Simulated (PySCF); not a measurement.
**SiN₂ + HCl → SiHCl + N₂**

Level: PBE0 in the def2-TZVP basis family, all electrons, no relativity, computed in PySCF with density fitting; open shells unrestricted.

```csv
species,state and structure,E (Eh),ZPE (kJ/mol),H(298 K) − H(0) (kJ/mol),S° (J/(mol K))
SiN₂,"triplet, C∞v, N–N 1.137 Å, Si–N 1.741 Å; N–N–Si 180.0°",-398.72982,18.6,11.1,246.2
HCl,"singlet, C∞v, H–Cl 1.279 Å",-460.66440,17.9,8.7,186.6
SiHCl,"singlet, Cs, Si–Cl 2.077 Å, Si–H 1.529 Å; Cl–Si–H 94.7°",-750.02673,20.1,10.7,251.2
N₂,"singlet, D∞h, N–N 1.089 Å",-109.44629,14.9,8.7,191.4
```

(1) What is the electronic reaction energy?

(2) Add zero-point, thermal and entropy terms for 298.15 K and 1 bar.

Results:

(1) At PBE0/def2-TZVP, ΔE = -206.9 kJ/mol from the differences of the total energies times 2625.5, downhill. 

(2) ΔZPE = -1.5 and Δ[H(298) − H(0)] = -0.4 kJ/mol give ΔH° = -208.8 kJ/mol. ΔS° = 9.8 J/(mol K), so ΔG° = -208.8 − 298.15 × (0.0098) = -212 kJ/mol.

Each species is the lowest minimum found with this bonding; other isomers or fragments can lie lower.
